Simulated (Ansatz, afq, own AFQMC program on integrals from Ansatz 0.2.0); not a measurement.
AFQMC on a folder of integrals that Ansatz 0.2.0 wrote.

```yaml
crystal:
  periodic: [false, false, false]
  atoms:
    - {symbol: Si, position_ang: [-1.578521, 0.000000, 0.000000]}
    - {symbol: H, position_ang: [-2.073393, 1.399708, 0.000000]}
    - {symbol: H, position_ang: [-2.073392, -0.699854, 1.212183]}
    - {symbol: H, position_ang: [-2.073393, -0.699854, -1.212182]}
    - {symbol: H, position_ang: [0.035479, 0.000000, 0.000000]}
    - {symbol: Si, position_ang: [1.800479, 0.000000, 0.000000]}
basis:
  gaussian: {orbitals: cc-pVTZ}
magnetization: {spin_polarized: true, initial_magnetization: 2}
correlation: {method: ccsd_t, electrons: outside_noble_gas, hamiltonian_folder: ham}
```

```sh
$ ansatz run in.yaml --threads 1 --pin off --events-out ev --progress --plain --max-ram 16896MiB --backend cuda --devices 0, --max-vram 18GiB
```

afq runs on the folder ham with

```
--method phaseless --trial hf --walkers 600 --populations 10 --least-time 40 --time-step 0.005 --steps-per-block 20 --equilibration-blocks 112 --max-blocks 4000 --target-error 0.001050 --factor-cut 1e-05 --start spin_pure --seed 9882 --taylor-order 6
```

Times are imaginary, in 1/Eh. The walk had a cap of 90 s. With eight or more populations the least sampling time is a fifth of least-time, and the error comes from their spread.

Log:

```
orbitals 114  electrons 7 5  factors 702 of 715
reference energy -580.10653900 Eh
CCSD correlation -0.25682989 Eh in 12 cycles, weight of the determinant in the CISD state 0.8491
energy of the start -580.107053 Eh
 block  time / (1/Eh)  mean weight  energy / Eh
     1     0.100  1.0001  -580.158048
     2     0.200  1.0012  -580.195387
     3     0.300  1.0020  -580.224308
     4     0.400  1.0014  -580.243918
     5     0.500  1.0002  -580.263295
     8     0.800  1.0006  -580.302521
    13     1.300  1.0003  -580.340664
    49     4.900  0.9996  -580.371671
    85     8.500  1.0008  -580.370561
   121    12.100  1.0000  -580.375041
   157    15.700  1.0000  -580.370837
   181    18.100  0.9991  -580.383037
   193    19.300  0.9981  -580.372018
   229    22.900  1.0000  -580.373750
   265    26.500  0.9997  -580.372040
   301    30.100  1.0002  -580.369078
   337    33.700  0.9992  -580.365818
   361    36.100  1.0002  -580.359456
   373    37.300  1.0000  -580.362074
   409    40.900  0.9980  -580.377944
   445    44.500  1.0008  -580.377391
   481    48.100  1.0004  -580.379812
   493    49.300  0.9997  -580.371920
error from the spread of 10 populations
energy -580.371733 +/- 0.001045 Eh
(rows thinned)
```

The run passed its tests (sampling time, drift between the halves within three errors, error under three times the target), which doesn't prove that it has relaxed.

Against this walk (error 28.4 meV) on the same determinant: CCSD(T) 3.5 meV lower (within the noise). The error is statistical and leaves out the bias of the constraint. None of these is a sure reference here.

Cautions: constraint bias not in the error; lower spins were not checked.

The walk took 34 s on 1 × NVIDIA H100 80GB HBM3 with 2 threads of AMD EPYC 7R13 Processor (Zen 3), with other jobs on the host (the card was shared). The log's last line is the phaseless energy.

A walk keeps the symmetry of its determinant, which the program's search chose and which needn't be the lowest solution, so a lower state of the same spin and another symmetry isn't excluded.
